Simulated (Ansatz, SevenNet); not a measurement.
# Ladder of methods for the equilibrium volume per atom of hcp Ti

Reference value: 17.50 Å³/atom (measured, copied from a table, unchecked, extrapolated to 0 K and zero-point effects removed; as tabulated in Lejaeghere et al. (2013), arXiv:1204.2733).

```
level (code)           value (Å³/atom)
---------------------  ---------------
SevenNet-0 (SevenNet)            17.41
LDA (Ansatz)                (withheld)
PBE (Ansatz)                     17.39
PBE-D3(BJ) (Ansatz)         (withheld)
r²SCAN+rVV10 (Ansatz)            17.19
HSE06 (Ansatz)                   17.20
```

Q: Fill in the missing entries.

A: 
- LDA (Ansatz, a quantum-chemistry and plane-wave program), value (Å³/atom): 16.11
- PBE-D3(BJ) (Ansatz), value (Å³/atom): 16.52

Errors against the reference: SevenNet-0 -0.5 %, LDA -7.9 %, PBE -0.6 %, PBE-D3(BJ) -5.6 %, r²SCAN+rVV10 -1.8 %, HSE06 -1.7 %.

Nearest, and too close to rank with a margin of 1.0 % (twice that across the reference) picked here for doubts on the reference and the settings: SevenNet-0 (-0.5 %), PBE (-0.6 %). LDA (-7.9 %) misses by most. Within 2 %: SevenNet-0, PBE, r²SCAN+rVV10, HSE06. Of the first-principles levels, DFT without exact exchange (PBE, r²SCAN+rVV10) would do here.

HSE06: hybrids on metals are sensitive to the k mesh and can open a false gap. Cutoffs and k meshes differ between the levels. Ansatz's density-functional and Hartree–Fock values are scalar-relativistic unless marked +SOC, with PAW data made under PBE.

Machine-learned potentials (SevenNet-0) are trained on DFT data, which may include these solids.

Differences are worked out from the printed values.
